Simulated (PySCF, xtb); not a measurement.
formic acid (CH2O2), SMILES O=CO. One conformer was computed; it need not be the lowest.

Harmonic wavenumbers (cm⁻¹) from GFN2-xTB in xtb at its own minimum, in rising order: 598, 701, 967, 1124, 1206, 1350, 1809, 2864, 3411.

Problem. What does PySCF 2.14.0 with PBE-D3(BJ)/def2-TZVP give at its own minimum? (An estimate is asked for; the answer gives what the named calculation found.)

Solution. 605, 685, 1005, 1080, 1260, 1352, 1765, 2961, 3585. Paired by order, the mean absolute difference is 53 cm⁻¹ and the zero-point energies are 20.1 and 20.4 kcal/mol.
